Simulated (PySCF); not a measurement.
Calculated NMR parameters of 1,3,4-Oxdiazole

- Formula: C2H2N2O
- SMILES: c1nnco1
- InChI: InChI=1S/C2H2N2O/c1-3-4-2-5-1/h1-2H
- Point group of the computed structure: C2v
- Degrees of unsaturation: 3
- Carbon signals: 1
- Proton signals: 1

Molfile (atoms numbered from 1):
```
C2H2N2O
     RDKit          3D

  7  7  0  0  0  0  0  0  0  0999 V2000
   -1.0440    0.1099    0.0480 C   0  0  0  0  0  0  0  0  0  0  0  0
   -0.6276   -1.0399    0.4516 N   0  0  0  0  0  0  0  0  0  0  0  0
    0.7139   -1.0315    0.3285 N   0  0  0  0  0  0  0  0  0  0  0  0
    1.0354    0.1228   -0.1433 C   0  0  0  0  0  0  0  0  0  0  0  0
   -0.0367    0.9063   -0.3474 O   0  0  0  0  0  0  0  0  0  0  0  0
   -2.0553    0.4560    0.0046 H   0  0  0  0  0  0  0  0  0  0  0  0
    2.0176    0.4813   -0.3692 H   0  0  0  0  0  0  0  0  0  0  0  0
  1  2  2  0
  2  3  1  0
  3  4  2  0
  4  5  1  0
  5  1  1  0
  1  6  1  0
  4  7  1  0
M  END
```

One computed conformer, no relativistic terms, averaged over atoms made equivalent by symmetry, fast rotation or ring inversion, gas phase. Shielding tensors at PBE0/pcSseg-1 (GIAO); GFN2-xTB structure; J couplings at B3LYP/pcJ-1; PySCF 2.14.

References, each an isolated molecule treated in the same way: $^{1}$H, $^{13}$C vs TMS; $^{15}$N against NH3; $^{17}$O vs H2O.

| carbon | δC, type | δH (multiplicity, J in Hz) | HMBC from (abs. J ≥ 3 Hz) | span of the C tensor (ppm) |
| --- | --- | --- | --- | --- |
| C1/C4 | 158.8, CH | 8.38 (s) | H6/H7 | 165 |

Other nuclei:
| atoms | nucleus | environment | δ (ppm) | σ (ppm) |
| --- | --- | --- | --- | --- |
| N2/N3 | $^{15}$N | pyridine-type nitrogen of an azole | 354.7 | -87.0 |
| O5 | $^{17}$O | aromatic ring oxygen | 331.0 | 5.1 |

Selected couplings (Hz, signed; the shortest-range and largest first, 30 at most; isotopes $^{13}$C, $^{1}$H, $^{15}$N): $^{1}J$(C1,H6) 244.3, $^{1}J$(C1,N2) 5.3, $^{2}J$(N2,H6) -14.2, $^{2}J$(C1,N3) 2.2, $^{3}J$(N2,H7) -2.0.

1. Carbon types of the structure: 2 × CH, which accounts for all hydrogens.
2. δC 158.8: aromatic CH between two ring heteroatoms.
3. δH 8.38: hydrogen on an aromatic CH between two ring heteroatoms; the ring current deshields protons in the ring plane.

Shifts are as computed. Against solution values, carbons near 30 ppm lie about +3 ppm off and those near 130 ppm about +5 ppm. Of 1211 compounds with measured shifts, 218 miss one by over three times the rms of a fit or turn the order of signals round; such compounds aren't used in these exercises. Unscaled 17O shifts of doubly bonded oxygen tend to come out too high, by tens of ppm or more. Experimental scales use liquid or dissolved standards, which lie at an offset from isolated NH3 (liquid NH3: subtract about 20 ppm) and H2O (liquid H2O: subtract about 36 ppm). Unscaled 15N shifts of sp2 nitrogen come out 20 to 40 ppm too high even then.
